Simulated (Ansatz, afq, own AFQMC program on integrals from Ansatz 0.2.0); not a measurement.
**Atomization energy of BH, singlet, worked out**

```csv
atom,x (Å),y (Å),z (Å)
B,0.0000,0.0000,0.0000
H,0.0000,0.0000,1.2410
```

Basis cc-pVTZ. Only valence electrons are correlated. Integrals, coupled cluster, full CI and functionals: Ansatz 0.2.0; the random walks run on the same integrals in our own AFQMC program. ph-AFQMC/CISD is guided by a CISD state made of CCSD amplitudes; releasing the constraint for a short imaginary time cuts its bias at the price of noise, slowly where states lie close. Error bars are statistical, one sigma.

Total energies in eV. CBS is CCSD(T) at the limit of def2-TZVPP/QZVPP (extrapolated itself); the highest rung of each member is named.

Cautions: BH (singlet): restricted determinant unstable towards unrestricted (UHF 176 meV lower, ⟨S²⟩ 0.48).

| member | count | CCSD(T)/cc-pVTZ | highest rung in cc-pVTZ | which | CCSD(T)/CBS |
| --- | --- | --- | --- | --- | --- |
| B (doublet) | +1 | -669.3484 | -669.3598 | FCI | -669.4648 |
| H (doublet) | +1 | -13.6005 | -13.6005 | FCI | -13.6059 |
| BH, singlet | -1 | -686.5597 | -686.5739 | FCI | -686.7473 |

Question: Work out the best estimate of the atomization energy: the CCSD(T)/CBS difference plus the step from CCSD(T) to the highest rung.

Answer: Sums with the counts: CCSD(T)/CBS 3.6766 eV, highest rung 3.6136 eV, CCSD(T)/cc-pVTZ 3.6108 eV. The step is 3.6136 − 3.6108 = 0.0028 eV, so the best estimate is 3.6766 + (0.0028) = 3.6794 eV. The basis set is worth 0.066 eV of it. Zero-point, core-correlation and spin–orbit terms aren't in it.

Best estimates are given only where the step beyond CCSD(T) is under 0.3 eV and no member's determinant is very poor (T1 over 0.05, or 0.07 for open shells, ⟨S²⟩ too high by 0.3, two states mixed), so the hardest cases are missing from such tables.

Each member of a difference takes its own highest rung, so a best estimate needn't equal the limit plus the step of one row.
